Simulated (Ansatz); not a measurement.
The same path of CH5B + FH (9 atoms, charge 0, multiplicity 1) was run twice with different band settings. Lost on the way: B1–C2, F8–H9. Made: B1–F8, C2–H9.

The calculation used Ansatz 0.2.0, RKS B3LYP-D4/def2-SVP.

Relaxed end points:

```xyz
9
Properties=species:S:1:pos:R:3
B 0.019 0.059 0.285
C 0.047 0.237 1.850
H -0.886 -0.042 2.372
H 0.908 -0.232 2.356
H 0.158 1.327 2.017
H 1.057 0.043 -0.332
H -1.007 0.260 -0.320
F -0.211 -2.088 0.318
H -0.440 -2.180 1.215
```

```xyz
9
Properties=species:S:1:pos:R:3
B -0.054 -0.438 -0.736
C -0.024 -0.135 2.540
H -0.936 0.069 3.118
H 0.840 -0.185 3.218
H 0.134 0.677 1.815
H 1.067 0.003 -0.805
H -1.055 0.235 -0.783
F -0.196 -1.747 -0.624
H -0.132 -1.096 2.017
```

Common settings: movable images 5; climbing image yes; spring 5.0 eV/Å²; optimiser quadratic models (default); start path through a guess of the saddle point; iteration limit 60; end points relaxed.

| run | force threshold |
| --- | --- |
| 1 | 0.05 eV/Å |
| 2 | 0.2 eV/Å |

(1) What does each run give, and how far can it be trusted?

## Answers

(1) Run 1: converged after 20 iterations, highest image 0.605 eV above the first end. Neighbouring images differ by up to 1.2 eV, so the band resolves the path poorly. A vibrational analysis at the climbing image gives one clearly imaginary mode, 1161i cm⁻¹: a first-order saddle point.
Run 2: converged after 10 iterations, highest image 0.611 eV above the first end. The threshold of 0.2 eV/Å is loose, so the images may lie well off the minimum-energy path. Neighbouring images differ by up to 1.3 eV, so the band resolves the path poorly. The order of the stationary point at the top wasn't checked.
The orbitals stay closed-shell, which can raise the energy where a bond breaks towards radicals; this wasn't checked here.
